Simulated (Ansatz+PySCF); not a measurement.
Two shapes of doublet CH5N(+).

Shape 1:

```xyz
7

H    -0.0182    0.9597   -1.3219
C     0.0623    0.0000   -0.8360
N     0.0049    0.0000    0.5831
H    -0.0182   -0.9597   -1.3219
H    -0.9646    0.0000    0.9382
H     0.4669    0.8277    0.9793
H     0.4669   -0.8277    0.9793
```

Shape 2:

```xyz
7

H    -0.0166    0.9597   -1.3619
C     0.0639    0.0000   -0.8760
N     0.0037    0.0000    0.6130
H    -0.0166   -0.9597   -1.3619
H    -0.9658    0.0000    0.9682
H     0.4657    0.8277    1.0093
H     0.4657   -0.8277    1.0093
```

Basis set: cc-pVTZ (spherical functions). Frozen core: 2 orbitals. Correlation on ROHF uses semicanonical orbitals with singles. Charge 1, multiplicity 2.

Computed with Ansatz (development build ahead of 0.2.0); each method stands on the lowest determinant of its kind that the runs found.

Task: Which shape is lower in energy, and by how much in each method?

Result:

```
      method  E(2) − E(1) (eV)
        ROHF            -0.017
         UHF            -0.018
    ROHF-MP2            -0.018
     UHF-MP2            -0.018
ROHF-CCSD(T)            -0.032
```

Shape 2 is lower.
